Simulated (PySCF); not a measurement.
Isomers of [C4H8P]+. Level of theory: PySCF, TDDFT CAM-B3LYP/def2-SVPD, vertical, gas phase, core orbitals frozen in the response. Geometries: GFN2-xTB; one conformer of each isolated species. Triplets are in the Tamm–Dancoff approximation. Ions are computed without counter-ions or solvent.

A. `C1=CC[PH2+]C1`
B. `CC[PH+]1C=C1`
C. `C[PH2+]CC#C`

Lowest singlet levels (six at most, fewer where fewer were computed) with oscillator strengths:

1. 6.46 eV (f 0.004); 7.08 eV (f 0.007); 7.24 eV (f 0.039); 7.71 eV (f 0.001); 8.10 eV (f 0.158); 8.62 eV (f 0.012); T1 4.82 eV
2. 6.34 eV (f 0.000); 6.71 eV (f 0.020); 6.88 eV (f 0.001); 7.35 eV (f 0.011); 7.39 eV (f 0.002); 7.78 eV (f 0.030); T1 5.36 eV
3. 6.51 eV (f 0.000); 6.71 eV (f 0.001); 7.01 eV (f 0.008); 7.45 eV (f 0.207); 7.87 eV (f 0.000); 8.72 eV (f 0.006); T1 4.52 eV

Problem. Match each spectrum to its molecule.

Solution. 1 = B, 2 = C, 3 = A.
- A: S1 at 6.51 eV, HOMO→LUMO (98%); Löwdin shares by element: HOMO carbon 85%; LUMO phosphorus 42%, hydrogen 24% or more, carbon 11% or more (atoms not listed hold the other 23%); HOMO -13.59 and LUMO -3.93 eV; point group C2v, 2 of its 6 listed states under f = 0.0005.
- B: S1 at 6.46 eV, HOMO-1→LUMO (90%); Löwdin shares by element: HOMO carbon 64% or more, phosphorus 15% (atoms not listed hold the other 20%); LUMO carbon 75% or more, phosphorus 10%, hydrogen 5% or more; HOMO -15.50 and LUMO -4.94 eV; point group Cs.
- C: S1 at 6.34 eV, HOMO→LUMO (35%), HOMO→LUMO+2 (27%), HOMO→LUMO+6 (14%); Löwdin shares by element: HOMO carbon 92% or more; LUMO phosphorus 31%, hydrogen 25% or more, carbon 12% or more (atoms not listed hold the other 32%); HOMO -13.81 and LUMO -3.65 eV.
A and B have S1 within 0.05 eV of each other; their strongest listed levels stand at 7.45 eV (f 0.207) and 8.10 eV (f 0.158).
B and C have S1 within 0.13 eV of each other; their strongest listed levels stand at 8.10 eV (f 0.158) and 7.78 eV (f 0.030).
